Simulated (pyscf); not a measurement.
**Routes from `[O]=[SiH][OH]` + `[NH3]`**

Candidate steps break at most two bonds and form at most two. Each was searched with GFN2-xTB (tblite) first. Optimised with ωB97X-D3(BJ)/def2-SVP in PySCF. Energies: ωB97M-D3(BJ)/def2-TZVP, kcal/mol, from the separated reactants, singlet surface; ΔG‡ with ideal gas, 1 atm, RRHO with modes under 100 cm⁻¹ raised to 100, one conformer, R ln 2 for chiral ones without a mode under 150 cm⁻¹.

```json
[
 {"products": "H₂N–SiH(OH)–OH", "type": "addition across a multiple bond or ene-type step", "ΔE‡": "-16.4", "ΔE": "-55.7", "ΔG‡ 298 K": "-6.5", "ΔG‡ 900 K": "15.4", "ν‡ (cm⁻¹)": "1365i"},
 {"products": "H₂N–Si(=O)–OH + H₂", "type": "four-centre exchange", "ΔE‡": "11.9", "ΔE": "-16.8", "ΔG‡ 298 K": "20.8", "ΔG‡ 900 K": "42.1", "ν‡ (cm⁻¹)": "1450i"}
]
```

Row 1: On the reactant side the descent ends in an adduct with a N–Si contact, 30.4 kcal/mol under the separated species and 12.5 kcal/mol under the saddle at ωB97X-D3(BJ)/def2-TZVP. Row 2: On the reactant side the descent ends in an adduct with a N–Si contact, 30.4 kcal/mol under the separated species and 41.5 kcal/mol under the saddle at ωB97X-D3(BJ)/def2-TZVP. 

Plain bond fissions and candidates not yet searched are not listed, and one of them may be faster. Each barrier is that of the saddle found; lower ones may exist.
